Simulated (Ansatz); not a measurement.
## What a trial cell of TaAu2 relaxes into

All numbers below come from DFT PBE, scalar-relativistic, plane waves, PAW in Ansatz. Cutoff 420 eV, Γ-centred k mesh, Gaussian smearing, no spin polarisation in the final step.

TaAu2 was placed on the ThSi2 structure type (I4_1/amd, No. 141), with Ta in place of Th, Au in place of Si, at a guessed volume.

```xyz
6
Lattice="-1.9821 1.9821 6.8917 1.9821 -1.9821 6.8917 1.9821 1.9821 -6.8917" Properties=species:S:1:pos:R:3 pbc="T T T"
Ta    0.0000    0.0000    0.0000
Ta    0.0000    1.9821    3.4459
Au    0.0000    0.0000    5.7408
Au    1.9821    0.0000    2.2949
Au    1.9821    0.0000    4.5968
Au    0.0000    0.0000    8.0427
```

Cell and atoms relax at zero pressure; the relaxation can't lower the symmetry of the start. After a coarse first stage the cell is made exact in the group found at 0.06 Å.

The zero of energy is the elements' standard structures at the same level; no fitted shifts are applied.

(1) What does it relax into?

(2) What are its volume, energy, density and gap?

Answers

(1) It keeps I4_1/amd (No. 141), but not the shape of the type it started on. Conventional cell: a = 2.913 Å, c = 26.022 Å. Ta has 8 Au at 2.88 Å and 4 Ta at 2.91 Å; Au is coordinated by 4 Ta at 2.88 Å and 6 Au at 2.89–2.91 Å.

Space group I4_1/amd:1 (No. 141). a = 2.913 Å, b = 2.913 Å, c = 26.022 Å, α = 90.00°, β = 90.00°, γ = 90.00°
```json
{"atom": "Ta", "site": "4a", "symmetry": "-4m2", "x": "0.0000", "y": "0.0000", "z": "0.0000"}
{"atom": "Au", "site": "8e", "symmetry": "2mm.", "x": "0.0000", "y": "0.0000", "z": "0.4229"}
```

(2) The volume per atom is 18.41 Å³. The density is 17.29 g/cm³, the energy over the elements is -0.04 eV/atom and the gap on the 18×18×18 mesh is 0 eV (a metal).

The final run used a 18×18×18 mesh on its 6-atom cell and 0.10 eV smearing. The k mesh leaves about 4 meV/atom of noise in metals. Spin–orbit coupling is left out. A structure relaxed within its symmetry needn't be a true minimum.

Cost: 3 runs of about 18 core-minutes in all, on Intel Xeon Platinum 8488C (Sapphire Rapids) (shared hosts).